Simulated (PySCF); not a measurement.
## How the functional moves excitation energies

Compound: PH3.
Cartesian coordinates in Å at the PBE0-D3(BJ)/def2-SVP level; atoms count from 1:
```
atom  x, y, z in Å
P1     0.028   -0.030    0.567
H2    -0.481    1.067   -0.194
H3     1.217   -0.121   -0.221
H4    -0.661   -0.997   -0.228
```

Linear-response calculations in the def2-SVPD basis (PySCF; singlets by full response, triplets Tamm–Dancoff, core orbitals frozen in the response; HF means time-dependent Hartree–Fock). 'Strongest' is the level of largest summed f among the singlets computed (10 roots, of which the last may lack a degenerate partner); it can jump between rows when another state enters that window. S1 is the lowest singlet of each run and needn't be the same state throughout; f(S1) is that of one state. Isolated species at its PBE0-D3(BJ)/def2-SVP geometry, gas phase.

```csv
functional,kind,S1 (eV),f(S1),strongest (eV),T1 (eV),HOMO (eV),gap (eV),"ionisation energy, ΔSCF (eV)"
LDA,LDA,6.82,0.133,6.82,6.05,-6.71,6.56,10.64
PBE,GGA,6.88,0.130,6.88,5.84,-6.66,6.59,10.47
B3LYP,"global hybrid, 20% exact exchange",7.05,0.135,9.88,5.94,-7.63,8.11,10.58
BHandHLYP,"global hybrid, 50% exact exchange",7.40,0.146,10.41,5.96,-8.89,10.23,10.43
CAM-B3LYP,range-separated hybrid,7.22,0.138,10.11,5.96,-9.17,10.68,10.56
wB97X-D,range-separated hybrid,7.44,0.159,10.71,6.14,-9.74,12.23,10.58
LC-wPBE,range-separated hybrid,7.51,0.074,10.90,5.92,-10.56,13.26,10.51
HF,Hartree–Fock,7.70,0.100,11.01,5.72,-10.56,13.61,not settled
```

What does PBE0 (global hybrid, 25% exact exchange) give?

S1 (eV) 7.25, f(S1) 0.143, strongest (eV) 7.25, T1 (eV) 5.89, HOMO (eV) -7.84, gap (eV) 8.65, ionisation energy, ΔSCF (eV) 10.48. S1 runs from 6.82 eV (LDA) to 7.70 eV (HF), a spread of 0.89 eV, while the orbital gap spreads over 7.1 eV. Along PBE (0%), B3LYP (20%), PBE0 (25%), BHandHLYP (50%), HF (100%) S1 rises with the share of exact exchange. −ε(HOMO) comes closest to its own ΔSCF ionisation energy with LC-wPBE (+0.06 eV) and misses most with LDA (-3.93 eV). 'Not settled' means that the ion's SCF failed to converge or may have ended in another state than the lowest.
